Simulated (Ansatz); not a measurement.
Basis-set extrapolation for AlH₄OP (`[AlH2][O]P`) (PBE0-D4/def2-TZVP geometry, frozen core, Ansatz). Multiplicity 1, RHF reference.

|  | def2-TZVPP | def2-QZVPP |
| --- | --- | --- |
| HF | -659.952619 | -659.974640 |
| MP2 correlation | -0.469643 | -0.507297 |
| CCSD(T) correlation | -0.523515 | not run |

Energies in hartree. Use E(X) = E(∞) + A·exp(−7.88·√X) for Hartree–Fock and E(X) = E(∞) + B·X^(−2.97) for correlation, with X = 3 and 4, and add CCSD(T) minus MP2 of the smaller set to the MP2 limit.

Question: What is the CCSD(T) energy at the basis-set limit?

Answer: HF limit: -659.974640 + (-0.022021) × 0.13774 = -659.97767. MP2 limit: -0.507297 + (-0.037654) × 0.74074 = -0.53519. Higher-order term: -0.523515 − (-0.469643) = -0.05387. Total: -660.56673 hartree, 237.9 kJ/mol below CCSD(T)/def2-TZVPP.
